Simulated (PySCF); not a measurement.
O2 and its ions

UHF; O x2c-SVPall; spin-free X2C with a Gaussian nucleus (PySCF 2.14). Neutral (UHF): triplet (π ↑↑), Re = 1.153 Å, ωe = 2046 cm⁻¹, De = 1.51 eV, HOMO -14.55 eV, LUMO 3.63 eV.

O₂⁺ (UHF): doublet (π ↑), Re = 1.062 Å, ωe = 2580 cm⁻¹, De = 1.24 eV to O⁺ + O. The energies at the minima are -149.59899 hartree for O2 and -149.14545 for O₂⁺.

Question: Work out the adiabatic ionisation energy, without and with harmonic zero-point energies (1 hartree = 27.2114 eV, 1 eV = 8065.5 cm⁻¹), and the change of the bond length.

Answer: At UHF: 0.45354 hartree = 12.341 eV between the minima; the zero-point term (2580.0 − 2046.0)/2 cm⁻¹ = +0.033 eV makes it 12.375 eV. Re changes by -9.1 pm against the neutral. The electron leaves a π orbital, and the shorter bond of the ion fits an antibonding orbital, or a change in how ionic the bond is.

Hartree–Fock leaves out correlation, which carries a large part of most bond energies and some tenths to 1 eV of ionisation energies. States were picked by a PBE0 search and need not be the measured ground states.
